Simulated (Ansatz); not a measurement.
Tetragonal perovskite BaTiO₃ (room-temperature form, which distorts further on cooling) was calculated with PBE (PAW; Ansatz, an electronic-structure program).

Run with plane-wave cutoff 500 eV, 10×10×10 k mesh, Fermi–Dirac smearing 0.05 eV, no spin polarisation, scalar-relativistic PAW data made under PBE.

Computed at the level's own relaxed cell.

Task: What does this level give for the volume per atom, equilibrium lattice constant a, c axis length and band gap?

Result: 
- volume per atom: 13.35 Å³/atom
- equilibrium lattice constant a: 3.985 Å
- c axis length: 4.203 Å
- band gap: 1.84 eV (on the SCF k mesh)

Measured, for comparison: lattice constant a 3.994 Å, lattice parameter c 4.034 Å (300 K, no zero-point or thermal correction; as tabulated in Wikipedia's data pages). Computed (rounded) less measured: lattice constant a -0.2 %, lattice parameter c +4.2 %.

Note: the relaxation could not lower the start's symmetry, so the cell can be a saddle point above a distorted one.

Spin–orbit coupling is not included.

Computing time: very roughly 5 core-minutes.
